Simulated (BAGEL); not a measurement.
# ROHF/aug-cc-pVDZ (density fitting with qzvpp-jkfit) run of C2H2F (SMILES C=[C]F)

Aim: the vertical doublet–quartet gap of C2H2F at ROHF/aug-cc-pVDZ (density fitting with qzvpp-jkfit), from 2 runs. 

Program for the calculation: BAGEL 1.2.2.

**1. The molecule**

C2H2F: 5 atoms, total charge 0, spin state doublet. As SMILES, `C=[C]F`. The coordinates come from a PBE0-D4/def2-TZVP relaxation.

Bond lengths: C1–C2 1.309 Å, C2–F3 1.302 Å, C1–H4 1.087 Å, C1–H5 1.080 Å. Angles: C1–C2–F3 130.3°, C2–C1–H4 120.7°, C2–C1–H5 119.9°, H4–C1–H5 119.4°.

**2. A single-point energy at ROHF/aug-cc-pVDZ (density fitting with qzvpp-jkfit)**

input.json reads:

```json
{ "bagel" : [

{
  "title" : "molecule",
  "basis" : "aug-cc-pvdz.json",
  "df_basis" : "qzvpp-jkfit",
  "angstrom" : true,
  "geometry" : [
    { "atom" : "C", "xyz" : [       0.488200,      -0.200400,       0.008400 ] },
    { "atom" : "C", "xyz" : [      -0.592700,       0.393700,       0.447100 ] },
    { "atom" : "F", "xyz" : [      -1.725600,       0.629500,      -0.148900 ] },
    { "atom" : "H", "xyz" : [       0.534700,      -0.590400,      -1.005400 ] },
    { "atom" : "H", "xyz" : [       1.345200,      -0.306200,       0.657500 ] }
  ]
},

{ "title" : "rohf", "nopen" : 1 },

{ "title" : "print", "file" : "orbitals.molden", "orbitals" : true }

]}
```

The basis set aug-cc-pVDZ is read from a file made from the Basis Set Exchange's data (not shown).

Started as:

```bash
$ BAGEL_NUM_THREADS=1 BAGEL input.json > input.out
```

Log:

```text
* using 1 threads per process

  ===============================================================
  ===============================================================

  *** Geometry ***

  { "atom" : "C", "xyz" : [      0.922564,     -0.378701,      0.015874 ] },
  { "atom" : "C", "xyz" : [     -1.120041,      0.743985,      0.844897 ] },
  { "atom" : "F", "xyz" : [     -3.260911,      1.189583,     -0.281380 ] },
  { "atom" : "H", "xyz" : [      1.010437,     -1.115694,     -1.899931 ] },
  { "atom" : "H", "xyz" : [      2.542060,     -0.578634,      1.242495 ] },

  Number of auxiliary basis functions:      263

  Since a DF basis is specified, we compute 2- and 3-index integrals:
    o Being stored without compression. Storage requirement is 0.016 GB

  Number of basis functions:       87
  Number of electrons      :       23

    * METHOD: MOLECULE                             0.23

  *** Open-shell HF ***

  === Nuclear Repulsion ===
    60.9611397391

      * DIIS with orbital gradients will be used.

  === ROHF iteration (aug-cc-pvdz.json) ===
      0       -176.06608022          0.03409721           0.13
      1       -176.20226400          0.02083868           0.15
      2       -176.23543375          0.01150589           0.18
      3       -176.25241162          0.00233265           0.12
      4       -176.25347192          0.00088607           0.11
      5       -176.25376125          0.00025489           0.12
      6       -176.25383403          0.00010867           0.10
      7       -176.25384936          0.00003974           0.11
      8       -176.25385253          0.00001072           0.11
      9       -176.25385449          0.00000507           0.12
     10       -176.25385437          0.00000165           0.11
     11       -176.25385447          0.00000066           0.14
     12       -176.25385446          0.00000025           0.11
     13       -176.25385446          0.00000012           0.11
     14       -176.25385446          0.00000004           0.12
     15       -176.25385445          0.00000002           0.10
     16       -176.25385445          0.00000001           0.13
    * SCF iteration converged.

    * S^2 (ROHF) is 0.7500

    * Permanent dipole moment:
           (   -0.431133,     0.176522,     0.010068) a.u.

    * METHOD: ROHF                                 2.38

    * METHOD: PRINT                                0.05

  ===============================================================
```

It took 3.6 s on 1 thread of AMD EPYC, shared host; peak memory 0.08 GiB.

**3. The quartet at the same level**

hf.json reads:

```json
{ "bagel" : [

{
  "title" : "molecule",
  "basis" : "aug-cc-pvdz.json",
  "df_basis" : "qzvpp-jkfit",
  "angstrom" : true,
  "geometry" : [
    { "atom" : "C", "xyz" : [       0.488200,      -0.200400,       0.008400 ] },
    { "atom" : "C", "xyz" : [      -0.592700,       0.393700,       0.447100 ] },
    { "atom" : "F", "xyz" : [      -1.725600,       0.629500,      -0.148900 ] },
    { "atom" : "H", "xyz" : [       0.534700,      -0.590400,      -1.005400 ] },
    { "atom" : "H", "xyz" : [       1.345200,      -0.306200,       0.657500 ] }
  ]
},

{ "title" : "rohf", "nopen" : 3 },

{ "title" : "print", "file" : "orbitals.molden", "orbitals" : true }

]}
```

The basis set aug-cc-pVDZ is read from a file made from the Basis Set Exchange's data (not shown).

Started as:

```bash
$ BAGEL_NUM_THREADS=1 BAGEL hf.json > hf.out
```

Log:

```text
* using 1 threads per process

  ===============================================================
  ===============================================================

  *** Geometry ***

  { "atom" : "C", "xyz" : [      0.922564,     -0.378701,      0.015874 ] },
  { "atom" : "C", "xyz" : [     -1.120041,      0.743985,      0.844897 ] },
  { "atom" : "F", "xyz" : [     -3.260911,      1.189583,     -0.281380 ] },
  { "atom" : "H", "xyz" : [      1.010437,     -1.115694,     -1.899931 ] },
  { "atom" : "H", "xyz" : [      2.542060,     -0.578634,      1.242495 ] },

  Number of auxiliary basis functions:      263

  Since a DF basis is specified, we compute 2- and 3-index integrals:
    o Being stored without compression. Storage requirement is 0.016 GB

  Number of basis functions:       87
  Number of electrons      :       23

    * METHOD: MOLECULE                             0.26

  *** Open-shell HF ***

  === Nuclear Repulsion ===
    60.9611397391

      * DIIS with orbital gradients will be used.

  === ROHF iteration (aug-cc-pvdz.json) ===
      0       -175.97125268          0.02812776           0.11
      1       -176.08362200          0.01707190           0.12
      2       -176.10954054          0.00943152           0.12
      3       -176.12413966          0.00224898           0.14
      4       -176.12514885          0.00062466           0.12
      5       -176.12544107          0.00019127           0.12
      6       -176.12550811          0.00003630           0.12
      7       -176.12553156          0.00001289           0.13
      8       -176.12553459          0.00000317           0.12
      9       -176.12553612          0.00000122           0.15
     10       -176.12553642          0.00000051           0.13
     11       -176.12553638          0.00000022           0.16
     12       -176.12553641          0.00000005           0.11
     13       -176.12553641          0.00000001           0.13
     14       -176.12553641          0.00000001           0.12
    * SCF iteration converged.

    * S^2 (ROHF) is 3.7500

    * Permanent dipole moment:
           (   -0.555296,     0.219217,    -0.009258) a.u.

    * METHOD: ROHF                                 2.16

    * METHOD: PRINT                                0.06

  ===============================================================
```

It took 3.3 s on 1 thread of AMD EPYC, shared host; peak memory 0.08 GiB.

**4. Outcome**

Level: ROHF/aug-cc-pVDZ (density fitting with qzvpp-jkfit).

```
                                        quantity          value
                           doublet: total energy  -176.25385 Eh
                          doublet: dipole moment         1.18 D
                                   doublet: ⟨S²⟩          0.750
                           quartet: total energy  -176.12554 Eh
                          quartet: dipole moment         1.52 D
                                   quartet: ⟨S²⟩          3.750
vertical energy of the quartet above the doublet       3.492 eV
```

In words: At this shape the quartet lies 3.49 eV (81 kcal/mol) above the doublet.
